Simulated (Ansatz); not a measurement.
Energy needed to pull apart CH₄OS (SMILES OCS), singlet, into free ground-state atoms, from the structure below (displaced at random from a GFN2-xTB minimum); no zero-point or spin–orbit terms; open-shell atoms are treated unrestricted, in their ground-state multiplicity.

O1  (-1.173, -0.452, -0.127)
C2  (-0.161, 0.469, -0.036)
S3  (1.533, -0.288, 0.017)
H4  (-1.079, -0.938, -0.948)
H5  (-0.139, 1.153, -0.920)
H6  (-0.303, 1.062, 0.898)
H7  (1.316, -0.972, 1.147)
(Å)

Program: Ansatz 0.2.0. Basis: def2-TZVPP. Cores are frozen in the correlated methods.

```csv
method,atomization energy (kcal/mol)
SPW92,?
PBE-D4,?
r2SCAN-D4,573.7
B97M-V,573.1
PBE0-D4,572.4
wB97M-V,575.4
HF,394.5
MP2,565.0
CCSD,546.7
CCSD(T),556.4
```

Question: What does SPW92 give? (Judge from chemistry; the value comes from the calculation.)

Answer: The calculation gives: 668.1 kcal/mol, which is about 111.7 kcal/mol more than CCSD(T)/def2-TZVPP.

Question: What does PBE-D4 give? (Judge from chemistry; the value comes from the calculation.)

Answer: By the calculation: 586.8 kcal/mol, which is about 30.4 kcal/mol more than CCSD(T)/def2-TZVPP.

In triple zeta the MP2 and coupled-cluster atomization energies are still short of their basis limit by a few kcal/mol a bond, whereas those of the functionals are nearly converged, so these differences are not deviations from converged CCSD(T).

The T1 diagnostic stays at or below 0.011.

For scale, one of the runs: CCSD(T)/def2-TZVPP forces, 160 basis functions (an equivalent command: `ansatz run in.yaml --threads 4`). The run took 48 s on 4 CPU threads (shared host), with 2.2 GiB of host memory at its peak.
